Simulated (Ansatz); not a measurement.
# AlSiH (triplet): wave-function methods side by side at scale of all distances = 1.296, 6-31G

How much of the correlation energy of AlSiH (triplet) does each wave-function method recover here?

The runs use Ansatz 0.2.0, Gaussian basis; 6-31G, core rule «outside noble gas», up to 10 orbitals frozen.

The runs, in order: UHF; CCSD(T) on ROHF; CCSD(T) on UHF; BCCD(T) on ROHF; CISD; CCSDT(Q) on ROHF; CCSDT(Q) on UHF; CISDTQ; CCSDTQ on ROHF; CCSDTQ on UHF; CASSCF and MRCISD+Q, 4 electrons in 4 orbitals; CASSCF and NEVPT2, 4 electrons in 4 orbitals; CASSCF and MRCISD+Q, 8 electrons in 9 orbitals; CASSCF and NEVPT2, 8 electrons in 9 orbitals; Full CI.

16 further runs of the same task are left out: 15 that didn't finish, 1 set aside as unsound or not needed.

## 1. The geometry

The geometry derives from a PBE0/def2-TZVP stationary point (not a proven minimum). All distances are scaled together.

3 atoms, charge 0, spin multiplicity 3.

Atoms are counted from 1 here; the program's logs count them from 0.

No contacts short enough for the rule that draws bonds.

## 2. UHF

Contents of in.yaml:

```yaml
crystal:
  periodic: [false, false, false]
  atoms:
    - {symbol: Si, position_ang: [0.000000, -0.046606, 1.510374]}
    - {symbol: Al, position_ang: [0.000000, -0.015284, -1.587443]}
    - {symbol: H, position_ang: [0.000000, 1.707769, 0.408799]}
basis:
  gaussian: {orbitals: 6-31G}
magnetization: {spin_polarized: true, initial_magnetization: 2}
hamiltonian: {xc: hf}
output: {orbitals: {seedname: orbitals}}
```

The run is started by

```sh
ansatz run in.yaml --threads 1 --pin off --events-out ev --progress --plain --max-ram 2393MiB
```

Further steps of the session: CCSD(T) on ROHF; CCSD(T) on UHF; BCCD(T) on ROHF; CISD; CCSDT(Q) on ROHF; CCSDT(Q) on UHF; CISDTQ; CCSDTQ on ROHF; CCSDTQ on UHF; CASSCF and MRCISD+Q, 4 electrons in 4 orbitals; CASSCF and NEVPT2, 4 electrons in 4 orbitals; CASSCF and MRCISD+Q, 8 electrons in 9 orbitals; CASSCF and NEVPT2, 8 electrons in 9 orbitals; Full CI.

**Question.** What will the summary of the whole plan be? Wanted: FCI below the RHF energy; RMP2 from FCI; UMP2 from FCI; RCCSD from FCI; RCCSD(T) from FCI; UCCSD(T) from FCI; RCCSDT(Q) from FCI; UCCSDT(Q) from FCI; NEVPT2 pair from FCI.

As calculated:

| quantity | value |
| --- | --- |
| FCI below the RHF energy | -2.7524 eV |
| RMP2 from FCI | +984.9 meV |
| UMP2 from FCI | +995.5 meV |
| RCCSD from FCI | +134.6 meV |
| RCCSD(T) from FCI | +46.3 meV |
| UCCSD(T) from FCI | +46.8 meV |
| RCCSDT(Q) from FCI | +2.3 meV |
| UCCSDT(Q) from FCI | +0.2 meV |
| NEVPT2 pair from FCI | +805.0 meV |
| MRCISD+Q pair from FCI | -22.8 meV |
| NEVPT2 valence from FCI | +207.7 meV |
| levels within 1 kcal/mol (43 meV) | RCCSDT, UCCSDT, CISDTQ, RCCSDT(Q), UCCSDT(Q), RCCSDTQ, UCCSDTQ, MRCISD+Q pair, MRCISD valence, MRCISD+Q valence |
| T1 diagnostic | 0.048 |
| effectively unpaired electrons | 2.15 |

What this shows: RCCSD(T) lands +46.3 meV from the yardstick (1.7 % of the correlation energy). MRCISD+Q pair falls below full CI: the +Q correction isn't variational, and the cores differ from full CI's. The occupations are near whole numbers, but T1 = 0.048 shows that the orbitals relax strongly. Of the multireference levels listed MRCISD+Q valence comes nearest in total energy (+1.9 meV), which doesn't show that its space is the better one. These misses are within one basis, not against nature; the frozen cores of restricted and unrestricted runs differ, which can shift their rows.
